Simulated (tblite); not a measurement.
Input of a run (GFN2-xTB geometry optimisation, gas phase (tblite 0.8.0)), started from a force field or distance geometry:
```
{"job": {"kind": "relax", "xc": "GFN2-xTB", "basis": "xTB"}, "charge": 0, "multiplicity": 2}
C      0.571600     1.637300     0.555500
C     -0.143100     0.475300    -0.062000
C      0.580800    -0.585000    -0.368900
C      2.054400    -0.554900    -0.120800
O     -1.505400     0.591600    -0.225600
C     -2.322800    -0.500000     0.069200
H      1.350100     2.028600    -0.137200
H     -0.179500     2.441300     0.773600
H      0.105500    -1.456300    -0.815900
H      2.581000    -0.503900    -1.063100
H      2.271700    -1.490800     0.451800
H      2.283700     0.314700     0.528400
H     -3.390100    -0.227900    -0.121200
H     -2.216700    -0.837900     1.140100
H     -2.045600    -1.324300    -0.625800
```

Output (eV, eV/Å):
```
step      E/eV     max force
  0    -523.32101    3.671
  1    -523.65970    2.465
  2    -523.85431    1.337
  3    -523.96464    0.916
  4    -524.06525    0.525
  5    -524.08921    0.604
  6    -524.12202    0.496
  7    -524.13873    0.364
  8    -524.15154    0.331
  9    -524.16774    0.420
 10    -524.18737    0.579
 11    -524.20650    0.474
 12    -524.22169    0.328
 13    -524.23532    0.333
 14    -524.24785    0.322
 15    -524.25824    0.433
 16    -524.26598    0.220
 17    -524.27221    0.181
 18    -524.27741    0.204
 19    -524.28153    0.154
 20    -524.28544    0.162
 21    -524.28944    0.160
 22    -524.29311    0.172
 23    -524.29592    0.152
 24    -524.29821    0.128
 25    -524.30054    0.132
 26    -524.30273    0.161
 27    -524.30433    0.107
 28    -524.30538    0.093
 29    -524.30650    0.103
 30    -524.30828    0.148
 31    -524.31059    0.156
 32    -524.31289    0.127
 33    -524.31487    0.108
 34    -524.31692    0.126
 35    -524.31909    0.163
 36    -524.32110    0.129
 37    -524.32265    0.075
 38    -524.32388    0.077
 39    -524.32512    0.121
 40    -524.32652    0.127
 41    -524.32803    0.091
 42    -524.32955    0.094
 43    -524.33132    0.126
 44    -524.33365    0.184
 45    -524.33699    0.193
 46    -524.34060    0.155
 47    -524.34353    0.103
 48    -524.34478    0.082
 49    -524.34552    0.084
 50    -524.34622    0.067
 51    -524.34719    0.060
 52    -524.34781    0.058
 53    -524.34837    0.062
 54    -524.34889    0.067
 55    -524.34955    0.054
 56    -524.35024    0.062
 57    -524.35078    0.071
 58    -524.35110    0.069
 59    -524.35138    0.056
 60    -524.35167    0.047
 61    -524.35195    0.051
 62    -524.35220    0.037
 63    -524.35239    0.034
 64    -524.35254    0.033
 65    -524.35269    0.029
 66    -524.35286    0.036
 67    -524.35308    0.047
 68    -524.35334    0.040
 69    -524.35355    0.031
 70    -524.35366    0.021
 71    -524.35372    0.015
 72    -524.35376    0.013
 73    -524.35379    0.011
 74    -524.35380    0.012
 75    -524.35382    0.012
 76    -524.35385    0.014
 77    -524.35389    0.017
 78    -524.35396    0.017
 79    -524.35404    0.021
 80    -524.35414    0.024
 81    -524.35424    0.030
 82    -524.35436    0.034
 83    -524.35452    0.032
 84    -524.35472    0.033
 85    -524.35491    0.029
 86    -524.35504    0.024
 87    -524.35512    0.019
 88    -524.35517    0.016
 89    -524.35521    0.013
 90    -524.35525    0.014
 91    -524.35528    0.013
 92    -524.35530    0.013
 93    -524.35533    0.011
 94    -524.35535    0.010
 95    -524.35536    0.010
```

Question: Summarise the run.

Answer: The energy falls by 99.8 kJ/mol over 95 L-BFGS steps, the largest force on an atom goes from 3.67 to 0.010 eV/Å, and the atoms move by 0.370 Å rms after alignment. The bond that changes most is C1–C2 (ends: carbon bonded to C and 2 H; carbon bonded to 2 C and O), which shortens by 0.119 Å. Bonds longer at the end by more than 0.005 Å: 3 of 14; shorter: 10. Among the angles that change most is C2–C1–H7, from 110.5° to 122.0°. Among the dihedrals that turn most is H7–C1–C2–C3, from 61° to 1°. The energy never rose by more than 1e-5 eV on the way. The first step brought 33 % of the lowering.

Question: What are the final bond lengths?

Answer: C1–C2 1.379 Å, C2=C3 1.385 Å, C3–C4 1.487 Å, C2–O5 1.377 Å, O5–C6 1.403 Å, C1–H7 1.070 Å, C1–H8 1.073 Å, C3–H9 1.077 Å, C4–H10 1.094 Å, C4–H11 1.088 Å, C4–H12 1.087 Å, C6–H13 1.089 Å, C6–H14 1.096 Å, C6–H15 1.096 Å. Numbering counts from 1 in the input's order; the species is `[CH2]/C(=C\C)OC` [radical].

The run took 0.3 s on Intel Xeon 6975P-C, one thread (shared host).

GFN2-xTB frequencies show an imaginary mode (38i cm⁻¹), so the point is no minimum at that level. 2 starts were optimised and ended at 0.00 and 0.09 kcal/mol (GFN2-xTB); the lowest of these is shown.

One conformer stands for the species.

All values are computed, not measured.
